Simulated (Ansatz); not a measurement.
A made-up structure of BSiH₆S (charge +1), closed shell:

```json
{"atom": "B1", "x (Å)": "0.1210", "y (Å)": "1.0760", "z (Å)": "0.1696"}
{"atom": "S2", "x (Å)": "-0.5407", "y (Å)": "0.7503", "z (Å)": "-1.5225"}
{"atom": "Si3", "x (Å)": "0.1301", "y (Å)": "-0.9356", "z (Å)": "1.2364"}
{"atom": "H4", "x (Å)": "0.1659", "y (Å)": "1.2486", "z (Å)": "-2.5723"}
{"atom": "H5", "x (Å)": "-1.7258", "y (Å)": "0.0834", "z (Å)": "-1.5414"}
{"atom": "H6", "x (Å)": "1.2337", "y (Å)": "1.2882", "z (Å)": "-0.0288"}
{"atom": "H7", "x (Å)": "0.7838", "y (Å)": "-1.8674", "z (Å)": "0.3011"}
{"atom": "H8", "x (Å)": "-1.3224", "y (Å)": "-1.1096", "z (Å)": "1.4089"}
{"atom": "H9", "x (Å)": "0.9009", "y (Å)": "-0.5918", "z (Å)": "2.4438"}
```

It is relaxed with PBE-D4/def2-SVP and then PBE0-D4/def2-TZVP (Ansatz 0.2.0). Atoms count as bonded within 1.22 times the sum of their covalent radii (H–H: 0.88 Å). The end point is not checked to be a true minimum.

(1) Does its bonding change? (Judge from chemistry; the calculation decides.)

Answers

(1) By the calculation: No: no bond forms or breaks.

Where it ends: The first stage lowers the energy by 2.00 eV in 11 steps. It ends as BSiH₆S ([SiH3][BH][SH2]), total charge +1:
```xyz
9
angstrom
B 0.4777 0.6199 -0.0842
S -0.8460 1.1558 -1.3088
Si 0.1144 -0.8694 1.2235
H -0.1738 1.3526 -2.4651
H -1.4599 0.0030 -1.6511
H 1.4372 1.3105 -0.2053
H 0.8756 -1.9877 0.6009
H -1.3383 -1.1648 1.2441
H 0.6596 -0.4777 2.5407
```

Labels in which every atom is bracketed show which atoms are joined, not bond orders.

For scale, one of the runs: PBE0-D4/def2-TZVP relaxation, 141 basis functions, launched by `ansatz run in.yaml --threads 2 --pin off --events-out ev --progress --plain --max-ram 4352MiB`. Hardware: 2 CPU threads of an Arm Neoverse V1, shared host. Wall time about 21 s.
